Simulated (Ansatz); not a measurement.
```xyz
8

F     0.736   -1.569    0.725
C     0.021   -0.837   -0.155
N    -1.181   -0.210    0.407
C    -0.582    0.907    0.191
N     0.599    0.495   -0.431
H    -0.158   -1.433   -1.053
H    -0.934    1.924    0.342
H     1.499    0.722   -0.026
```

The species carries charge 0 and has multiplicity 1.

List the B3LYP/def2-TZVPP orbital energies in eV (the Gaussian-basis code of Ansatz). (An estimate is asked.)

Computed: Occupied: -672.14, -390.44, -389.56, -280.91, -279.42, -33.80, -28.47, -23.04, -19.16, -16.16, -15.65, -14.81, -14.20, -12.39, -11.28, -10.74, -9.79, -8.56, -7.26. Lowest empty: -0.81, 0.93, 1.78, 1.93, 2.63, 3.18, 4.11, 4.55.

B3LYP here is the variant with VWN-RPA as its local correlation; programs differ in this.
